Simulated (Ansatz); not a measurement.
System: GaS (P6₃/mmc, No. 194). Method: PBEsol (Ansatz, an electronic-structure program, PAW).

Numerical settings: plane-wave cutoff 520 eV, 12×12×4 k mesh (along the axes of the cell as run), Fermi–Dirac smearing 0.01 eV, scalar-relativistic PAW data made under PBE.

Cell (relaxed at this level):

```yaml
crystal:
  lattice:
    - [3.56863, 0.00000, 0.00000]
    - [-1.78431, 3.09052, 0.00000]
    - [0.00000, 0.00000, 16.01529]
  atoms:
    - { symbol: Ga, position: [0.33333, 0.66667, 0.17391] }
    - { symbol: Ga, position: [0.66667, 0.33333, 0.67391] }
    - { symbol: Ga, position: [0.33333, 0.66667, 0.32609] }
    - { symbol: Ga, position: [0.66667, 0.33333, 0.82609] }
    - { symbol: S, position: [0.33333, 0.66667, 0.60607] }
    - { symbol: S, position: [0.66667, 0.33333, 0.10607] }
    - { symbol: S, position: [0.33333, 0.66667, 0.89393] }
    - { symbol: S, position: [0.66667, 0.33333, 0.39393] }
```

**Question.** Give the computed band gap.

**Answer.** 
- band gap: 1.73 eV (on the SCF k mesh)

Measured, for comparison: band gap 2.5 eV (temperature not stated, not corrected to a static lattice, compiled measured gap; kind and temperature not stated; as tabulated in Kothakonda et al. (2022), arXiv:2208.02841).

Note: the cell comes from a level without a dispersion term, which matters for the spacing of layers, chains or molecules; the cell has widely spaced layers and the level no dispersion term, so their spacing and the moduli can rest on weak binding.

Spin–orbit coupling is not included.

Cost on a shared machine: very roughly 5 core-minutes.
